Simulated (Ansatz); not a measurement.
Consider Si in the diamond structure (space group Fd-3m, No. 227).

Space group Fd-3m, origin choice 1 (No. 227); a = b = c = 5.4703 Å, α = β = γ = 90.00°

| atom | site | symmetry | x | y | z |
|---|---|---|---|---|---|
| Si | 8a | -43m | 0.0000 | 0.0000 | 0.0000 |
(The calculation used a cell of 2 atoms; values per cell refer to that cell.)

The values are results of PBE (Ansatz, a program for electronic structure, PAW, spin-orbit coupling left out), not measurements.

Perturbation: Ge takes the place of Si on all its sites, then cell and atoms are relaxed.

Measured lattice parameter a: Si 5.421 Å (static lattice; corrected from measurement; as listed in Daniel Mejia-Rodriguez, S. B. Trickey, Phys. Rev. B (2018)); Ge 5.644 Å (static lattice; corrected from measurement; as listed in Daniel Mejia-Rodriguez, S. B. Trickey, Phys. Rev. B (2018)).

Task: How well does PBE reproduce the measured shift?

Result: With PBE the lattice parameter a moves by +0.291 Å (5.470 → 5.762) against +0.223 Å measured.

No phonon test of stability was made.
